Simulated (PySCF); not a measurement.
A family of related molecules: H3E-E'H3. Gas-phase values, no solvent. Strings in code marks are SMILES.

The numbers are results of B3LYP-D3(BJ)/def2-TZVP (PySCF 2.14.0), not measurements. All candidates: neutral, multiplicity 1. B3LYP has the VWN-RPA correlation part, as in Gaussian. Excitations are Tamm–Dancoff values on a coarser integration grid. The basis has no diffuse functions, so Rydberg states are missing or too high.

```json
{
  "dipole_moment": "0.17 D",
  "brightest of the four lowest singlets (TDA)": "7.57 eV",
  "S1 excitation (TDA)": "7.51 eV"
}
```

**Question.** Say which member has these values.
A. `[GeH3][SnH3]`
B. `[SiH3][GeH3]`
C. `C[SiH3]`
D. `[SiH3][SnH3]`

**Answer.** B, `[SiH3][GeH3]`. The others give `[SiH3][SnH3]`: 0.35 D, 7.05 eV, 6.98 eV; `[GeH3][SnH3]`: 0.14 D, 6.92 eV, 6.92 eV; `C[SiH3]`: 0.78 D, 8.55 eV, 8.53 eV
